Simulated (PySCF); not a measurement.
**BP: from constants to spectrum**

ROHF-CCSD(T) constants of BP, ³Π (triplet), unpaired electrons σ ↑, π ↑ (PySCF, no relativity, basis sets B 6-31G(d,p), P 6-31G(d,p); masses 11.0093 and 30.9738 u):

```
ωe              : 947.8 cm⁻¹
ωexe            : 6.3 cm⁻¹
Be              : 0.66994 cm⁻¹
αe              : 0.00574 cm⁻¹
D (centrifugal) : 1.34e-06 cm⁻¹
De to B + P     : 2.85 eV
```

(1) Give the vibrational terms G(v) and spacings up to v = 6.

(2) How well does the Morse estimate ωe²/(4ωexe) reproduce De, and what is D0?

Correlated steps freeze 6 core orbitals. Correlated levels converge slowly with the basis: in double zeta they bind strong bonds too weakly, by up to about 1 eV, and carry superposition errors of some tenths. The state is the lowest determinant that a PBE0 search found; another state may lie lower at other levels.

Results:

(1) G(v) = ωe(v+½) − ωexe(v+½)².

| v | G(v) (cm⁻¹) | G(v) − G(v−1) | Bv (cm⁻¹) |
| --- | --- | --- | --- |
| 0 | 472 |  | 0.6671 |
| 1 | 1408 | 935 | 0.6613 |
| 2 | 2330 | 923 | 0.6556 |
| 3 | 3240 | 910 | 0.6498 |
| 4 | 4138 | 897 | 0.6441 |
| 5 | 5022 | 885 | 0.6384 |
| 6 | 5895 | 872 | 0.6326 |

(2) It gives 4.42 eV, 155 % of the computed De. D0 = De − G(0) = 2.85 − 0.06 = 2.79 eV.
